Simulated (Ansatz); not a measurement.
We consider rock-salt MgS, described by PBE-D4 (PAW; Ansatz, an electronic-structure program).

Run with plane-wave cutoff 520 eV, 12×12×12 k mesh, Fermi–Dirac smearing 0.01 eV, scalar-relativistic PAW data made under PBE.

The cell is scaled about its equilibrium volume:

```
V (Å³/atom)  P (GPa)  direct gap at Γ (eV)  smallest gap on the k mesh (eV)
-----------  -------  --------------------  -------------------------------
16.247          5.60                 4.389                            2.956
16.593          3.54                 4.208                            2.914
16.938          1.69                 4.036                            2.871
17.284          0.01                 3.871                            2.829
17.630         -1.51                 3.713                            2.788
17.975         -2.88                 3.562                            2.746
18.321         -4.12                 3.418                            2.705
```

The fundamental gap (2.83 eV at the equilibrium volume, with added k points) lies elsewhere than Γ–Γ.
